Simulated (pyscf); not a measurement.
Single points on ωB97X-D3(BJ)/def2-SVP structures (PySCF, gas phase).

Estimate the classical barrier height and the reaction energy of `[FH]` + `[NH2][SiH][F]` [doublet] → `[F][SiH][F]` [doublet] + `[NH3]` at ωB97M-D3(BJ)/def2-TZVP. The step runs on the doublet surface, breaks F–H, N–Si and forms F–Si, H–N; take the separated reactants as zero.

ΔE‡ = 1.4 kcal/mol, ΔE = -19.3 kcal/mol. Zero-point energy shifts the barrier by +1.5 kcal/mol. It is a four-centre exchange, with an imaginary mode of 714i cm⁻¹. On the reactant side the descent ends in a complex, 7.8 kcal/mol under the separated species and 9.7 kcal/mol under the saddle at ωB97X-D3(BJ)/def2-TZVP. On the product side the descent ends in an adduct with a N–Si contact, 5.1 kcal/mol under the separated species and 25.3 kcal/mol under the saddle at ωB97X-D3(BJ)/def2-TZVP. What is counted as broken (N–Si) persists as a longer contact in the product adduct; parting that adduct is a step of its own. One saddle was located; it need not be the lowest between these sides.
